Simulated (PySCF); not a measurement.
A GIAO shielding run with PySCF (density fitting, non-relativistic, gas phase) on SMILES O=P([O-])([O-])[O-], [O$_{4}$P]3-:

```
$ OMP_NUM_THREADS=1 python probes_run.py task.json out

{"job": {"kind": "nmr", "xc": "PBE0", "basis": "def2-SVP", "pop": true}, "charge": -3, "multiplicity": 1}
O      0.162504    -0.362874     1.714574
P     -0.053856     0.021483     0.176647
O     -0.916647     1.365194     0.079211
O      1.367185     0.248546    -0.522519
O     -0.828661    -1.165236    -0.564953
```

Hardware: 1 thread of an Arm Neoverse V1, shared host. The job also computes population analyses, field gradients.

(1) How large is the calculation?

(2) How long does it take, and how much memory does it need?

(3) And these other runs on the same molecule and hardware: GIAO shielding at B97-2/pcSseg-2; GIAO shielding at BHandHLYP/pcSseg-2; GIAO shielding at CAM-B3LYP/pcSseg-2; GIAO shielding at LC-wPBE/pcSseg-2; GIAO shielding at PBE0/6-311+G(2d,p); GIAO shielding at PBE0/6-31G?

## Answers

(1) 50 electrons, 74 basis functions and 459 auxiliary functions.

(2) 3.1 s of wall time, with 12 SCF cycles and 4 response iterations; peak memory 0.39 GiB. Times on a shared host scatter by some tens of per cent.

(3) B97-2/pcSseg-2: 187 functions, 10 s; BHandHLYP/pcSseg-2: 187 functions, 9.6 s; CAM-B3LYP/pcSseg-2: 187 functions, 14 s; LC-wPBE/pcSseg-2: 187 functions, 17 s; PBE0/6-311+G(2d,p): 143 functions, 7.7 s; PBE0/6-31G: 49 functions, 2.5 s.
